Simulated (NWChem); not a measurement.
All runs are NWChem calculations. System: P, charge 1, spin multiplicity 3. Its SCF solution wasn't tested for a lower state. Level: UBP86/def2-TZVP.

NWChem printed:

```
             Northwest Computational Chemistry Package (NWChem) 7.3.0
             --------------------------------------------------------

                                NWChem Input Module
                                -------------------

 Scaling coordinates for geometry "geometry" by  1.889725989
 (inverse scale =  0.529177249)

                             Geometry "geometry" -> ""
                             -------------------------

 Output coordinates in angstroms (scale by  1.889725989 to convert to a.u.)

  No.       Tag          Charge          X              Y              Z
 ---- ---------------- ---------- -------------- -------------- --------------
    1 P                   15.0000     0.00000000     0.00000000     0.00000000

 Effective nuclear repulsion energy (a.u.)       0.0000000000

            Nuclear Dipole moment (a.u.)
            ----------------------------
        X                 Y               Z
 ---------------- ---------------- ----------------
     0.0000000000     0.0000000000     0.0000000000

      Symmetry information
      --------------------

 Group name             D2h
 Group number             26
 Group order               8
 No. of unique centers     1

      Symmetry unique atoms

     1


 Summary of "ao basis" -> "" (spherical)
 ------------------------------------------------------------------------------
       Tag                 Description            Shells   Functions and Types
 ---------------- ------------------------------  ------  ---------------------
 *                         def2-tzvp                  on all atoms

  perdew86 is a nonlocal functional; adding perdew81 local functional.

                                 NWChem DFT Module
                                 -----------------

 Summary of "ao basis" -> "ao basis" (spherical)
 ------------------------------------------------------------------------------
       Tag                 Description            Shells   Functions and Types
 ---------------- ------------------------------  ------  ---------------------
 P                         def2-tzvp                13       37   5s5p2d1f

 Summary of "ao basis" -> "ao basis" (spherical)
 ------------------------------------------------------------------------------
       Tag                 Description            Shells   Functions and Types
 ---------------- ------------------------------  ------  ---------------------
 P                         def2-tzvp                13       37   5s5p2d1f
[...]
   Bfn.  Coefficient  Atom+Function         Bfn.  Coefficient  Atom+Function
  ----- ------------  ---------------      ----- ------------  ---------------
    30      0.804767  1 P  d  2              25      0.290135  1 P  d  2

 Vector   11  Occ=0.000000D+00  E=-1.030067D-01  Symmetry=b1g
              MO Center= -4.7D-33,  4.8D-33,  2.9D-33, r^2= 1.8D+00
   Bfn.  Coefficient  Atom+Function         Bfn.  Coefficient  Atom+Function
  ----- ------------  ---------------      ----- ------------  ---------------
    26      0.804767  1 P  d -2              21      0.290135  1 P  d -2

                     DFT Final Beta Molecular Orbital Analysis
                     -----------------------------------------

 Vector    4  Occ=1.000000D+00  E=-4.950578D+00  Symmetry=b3u
              MO Center= -3.0D-18,  1.1D-34, -3.6D-35, r^2= 8.3D-02
   Bfn.  Coefficient  Atom+Function         Bfn.  Coefficient  Atom+Function
  ----- ------------  ---------------      ----- ------------  ---------------
     6      0.718768  1 P  px                 9      0.340083  1 P  px
    12      0.074094  1 P  px

 Vector    5  Occ=1.000000D+00  E=-4.950578D+00  Symmetry=b2u
              MO Center=  1.4D-34,  1.3D-18, -1.6D-34, r^2= 8.3D-02
   Bfn.  Coefficient  Atom+Function         Bfn.  Coefficient  Atom+Function
  ----- ------------  ---------------      ----- ------------  ---------------
     7      0.718768  1 P  py                10      0.340083  1 P  py
    13      0.074094  1 P  py

 Vector    6  Occ=1.000000D+00  E=-8.102161D-01  Symmetry=ag
              MO Center=  7.4D-18,  7.6D-18, -1.7D-17, r^2= 1.1D+00
   Bfn.  Coefficient  Atom+Function         Bfn.  Coefficient  Atom+Function
  ----- ------------  ---------------      ----- ------------  ---------------
     4      0.830394  1 P  s                  3     -0.484088  1 P  s
     5      0.357680  1 P  s                  2      0.099098  1 P  s
     1      0.084641  1 P  s                 23      0.027389  1 P  d  0
    28      0.026114  1 P  d  0

 Vector    7  Occ=0.000000D+00  E=-5.137152D-01  Symmetry=b1u
              MO Center= -1.7D-17,  4.8D-18, -2.9D-17, r^2= 1.5D+00
   Bfn.  Coefficient  Atom+Function         Bfn.  Coefficient  Atom+Function
  ----- ------------  ---------------      ----- ------------  ---------------
    17      0.623804  1 P  pz                14      0.266300  1 P  pz
    20      0.253360  1 P  pz                 8     -0.217861  1 P  pz
    11     -0.093173  1 P  pz

 Vector    8  Occ=0.000000D+00  E=-4.645396D-01  Symmetry=b2u
              MO Center=  1.2D-32, -2.3D-18, -7.2D-34, r^2= 1.6D+00
   Bfn.  Coefficient  Atom+Function         Bfn.  Coefficient  Atom+Function
  ----- ------------  ---------------      ----- ------------  ---------------
    16      0.590107  1 P  py                19      0.299094  1 P  py
    13      0.260629  1 P  py                 7     -0.213660  1 P  py
    10     -0.088582  1 P  py

 Vector    9  Occ=0.000000D+00  E=-4.645396D-01  Symmetry=b3u
              MO Center= -2.4D-18, -1.8D-31,  1.7D-31, r^2= 1.6D+00
   Bfn.  Coefficient  Atom+Function         Bfn.  Coefficient  Atom+Function
  ----- ------------  ---------------      ----- ------------  ---------------
    15      0.590107  1 P  px                18      0.299094  1 P  px
    12      0.260629  1 P  px                 6     -0.213660  1 P  px
     9     -0.088582  1 P  px

   alpha - beta orbital overlaps
   -----------------------------

   alpha      1      2      3      4      5      6      7      8      9     10
    beta      1      2      3      5      4      6      9      8      7     15
 overlap   1.000  1.000  1.000  1.000  1.000  0.998  0.999  0.999  0.999  1.000

   alpha     11     12     13     14     15     16     17     18     19     20
    beta     14     12     11     10     18     17     16     13     21     20
 overlap   1.000  1.000  1.000  0.997  0.998  0.999  0.999  1.000  1.000  1.000

   alpha     21     22     23     24     25     26     27     28     29     30
    beta     23     22     19     28     27     29     30     26     25     24
 overlap   1.000  1.000  0.999  1.000  1.000  1.000  1.000  0.999  0.999  0.996

   alpha     31     32     33     34     35     36     37
    beta     33     32     31     34     36     35     37
 overlap   0.999  0.999  0.997  1.000  1.000  1.000  1.000

     --------------------------
     Expectation value of S2:
     --------------------------
      <S2> =      2.0031 (Exact =     2.0000)

 Task  times  cpu:        0.7s     wall:        0.7s

 Total times  cpu:        0.7s     wall:        0.7s
```

Task: Write an NWChem input that would produce this output.

Result: One answer among several that fit: 
```
start mol
memory heap 200 mb stack 900 mb global 1100 mb
charge 1
geometry units angstroms nocenter noautoz
  P      0.000000     0.000000     0.000000
  symmetry group D2h
end
basis spherical
  * library def2-tzvp
end
dft
  xc becke88 perdew86
  odft
  mult 3
  semidirect memsize 60000000 filesize 0
  iterations 100
end
task dft energy
```
